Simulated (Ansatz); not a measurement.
Ansatz (a first-principles code) input:

Ansatz 0.2 input:
```yaml
crystal:
  periodic: [false, false, false]
  atoms:
    - {symbol: C, position_ang: [0.00000000, -0.00000000, 0.00000000]}
    - {symbol: C, position_ang: [-0.00417723, 0.75450823, 1.26976351]}
    - {symbol: C, position_ang: [-0.00404543, -0.77165127, 1.25941949]}
    - {symbol: C, position_ang: [0.76720458, 0.00862060, -1.26211027]}
    - {symbol: C, position_ang: [-0.75898192, 0.00852243, -1.26707274]}
    - {symbol: H, position_ang: [-0.91665785, 1.25361755, 1.57173539]}
    - {symbol: H, position_ang: [0.90625614, 1.25373480, 1.57766269]}
    - {symbol: H, position_ang: [-0.91643948, -1.27496555, 1.55459713]}
    - {symbol: H, position_ang: [0.90647452, -1.27484830, 1.56052443]}
    - {symbol: H, position_ang: [1.26948429, -0.90074418, -1.56819650]}
    - {symbol: H, position_ang: [1.26932686, 0.92213758, -1.55584135]}
    - {symbol: H, position_ang: [-1.25914353, -0.90090683, -1.57641846]}
    - {symbol: H, position_ang: [-1.25930095, 0.92197493, -1.56406331]}
basis:
  gaussian:
    orbitals: 6-31G
magnetization: {spin_polarized: false}
correlation: {method: ccsd_t, electrons: outside_noble_gas}
```

### Question
Which total energy does the run end on?

### Answer
-194.34101 Eh (CCSD(T)/6-31G). The basis has 61 functions.
